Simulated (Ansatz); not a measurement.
A nudged elastic band was laid between two geometries of C2H6OS (10 atoms, charge 0, multiplicity 1).

The calculation used RKS PBE/def2-SVP in Ansatz.

| Quantity | Value |
| --- | --- |
| movable images | 5 |
| climbing image | yes |
| spring | 5.0 eV/Å² |
| optimiser | quadratic models (default) |
| start path | through a guess of the saddle point |
| force threshold | 0.05 eV/Å |
| iteration limit | 60 |
| end points | relaxed |

First end point:

```xyz
10
Properties=species:S:1:pos:R:3
O -1.507 0.279 -0.755
C -0.504 0.592 0.187
C 0.321 -0.657 0.468
S 1.296 -1.289 -0.954
H -1.910 1.113 -1.051
H -0.937 0.938 1.163
H 0.175 1.407 -0.167
H -0.366 -1.488 0.729
H 0.986 -0.494 1.339
H 2.272 -0.339 -0.896
```

Last end point:

```xyz
10
Properties=species:S:1:pos:R:3
O -1.113 0.296 -0.947
C -0.461 0.584 0.280
C 0.440 -0.591 0.626
S 1.786 -0.844 -0.596
H -1.496 1.123 -1.286
H -1.198 0.724 1.112
H 0.159 1.510 0.218
H -0.165 -1.517 0.716
H 0.937 -0.416 1.601
H 0.936 -0.808 -1.662
```

(1) Which bonds break or form, and what moves?

(2) What energy profile does the band end with?

(3) What is the geometry of the highest image?

(4) What are the harmonic wavenumbers there?

The band took 16 iterations and of the order of 4 core-minutes.

## Answers

(1) No bond is made or broken. The dihedral C2–C3–S4–H10 goes from 76 to -50°.

(2) The run converged. The highest image is number 3 of 0 to 6, 0.065 eV above the first end and 0.178 eV above the last; the last end lies 0.113 eV below the first. A vibrational analysis at the climbing image gives one clearly imaginary mode, 197i cm⁻¹: a first-order saddle point.

| image | path coordinate (Å) | energy (eV) | dihedral C2–C3–S4–H10 (°) |
| --- | --- | --- | --- |
| 0 | 0.00 | 0.000 | 76 |
| 1 | 0.82 | 0.023 | 123 |
| 2 | 1.65 | 0.024 | 170 |
| 3 | 2.47 | 0.065 | -142 |
| 4 | 3.07 | 0.022 | -107 |
| 5 | 3.67 | -0.069 | -76 |
| 6 | 4.27 | -0.113 | -50 |

(3) 
```xyz
10
Properties=species:S:1:pos:R:3:forces:R:3
O -1.454 0.170 -0.798 -0.02 -0.02 -0.01
C -0.599 0.647 0.217 0.00 -0.01 0.02
C 0.506 -0.373 0.463 0.02 0.05 0.01
S 1.687 -0.449 -0.954 0.00 -0.01 -0.02
H -2.022 0.907 -1.083 0.00 0.01 0.01
H -1.137 0.792 1.190 0.00 0.01 0.00
H -0.139 1.634 -0.039 0.00 0.00 0.00
H 0.044 -1.369 0.610 0.01 0.00 -0.02
H 1.058 -0.104 1.387 -0.02 -0.01 0.01
H 1.881 -1.794 -0.930 0.00 -0.01 0.00
```

(4) 197i, 143, 188, 265, 444, 655, 814, 851, 949, 1027, 1080, 1145, 1209, 1248, 1263, 1382, 1401, 1448, 2632, 2870, 2912, 2995, 3066, 3735 cm⁻¹.

The run took 3.7 min on 1 thread of Arm Neoverse V1 (shared host), peak memory 0.12 GiB.
